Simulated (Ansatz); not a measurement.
**Cost against result**

The pair of OH⁻ (SMILES [OH-], atoms 1–2) and SiH$_{3}$F (SMILES [SiH3]F, atoms 3–7), both closed shells, in one local arrangement (a lower one may exist), relaxed at PBE0-D4/def2-TZVPD:

```xyz
7
angstrom
O 0.4012 -0.7171 -1.2567
H -0.2609 -0.4705 -1.9057
Si 0.0429 0.0767 0.3115
F -0.2121 0.7990 1.8819
H 0.0936 1.4678 -0.2932
H -1.3350 -0.5529 0.4038
H 1.2703 -0.6031 0.8585
```

Interaction energies are counterpoise-corrected; the time is that of the whole pair.

Ansatz 0.2.0; basis: as named in each row; cores frozen in the correlated methods. B3LYP uses VWN-RPA correlation. Extrapolation: Hartree–Fock as exp(−7.88 √X), correlation as X^−2.97.

Times are rough, for one single point on 2 threads of a shared host (Arm Neoverse V1).

The estimate by CCSD(T) at an estimated basis limit (MP2 extrapolated from triple and quadruple zeta, plus CCSD(T) − MP2 in triple zeta) is -3.765 eV.

```
   method        basis  time (s)  interaction energy (eV)  method less estimate
   PBE-D4  def2-TZVPPD         2                   -3.531                 0.234
revPBE-D4  def2-TZVPPD         2                   -3.474                 0.291
  BLYP-D4  def2-TZVPPD         2                   -3.348                 0.417
  PBE0-D4  def2-TZVPPD         2                   -3.796                -0.031
 HSE06-D4  def2-TZVPPD         3                   -3.794                -0.029
 B3LYP-D4  def2-TZVPPD         3                   -3.604                 0.160
r2SCAN-D4  def2-TZVPPD         4                   -3.778                -0.013
   B2PLYP  def2-TZVPPD         5                   -3.563                 0.202
   B97M-V  def2-TZVPPD         7                   -3.816                -0.051
  wB97X-V  def2-TZVPPD         8                   -3.766                -0.002
  wB97M-V  def2-TZVPPD         8                   -3.773                -0.008
      MP2  def2-QZVPPD        13                   -3.695                 0.070
  CCSD(T)  def2-TZVPPD        53                   -3.641                 0.124
```

No T1 diagnostic of these runs exceeds 0.026.
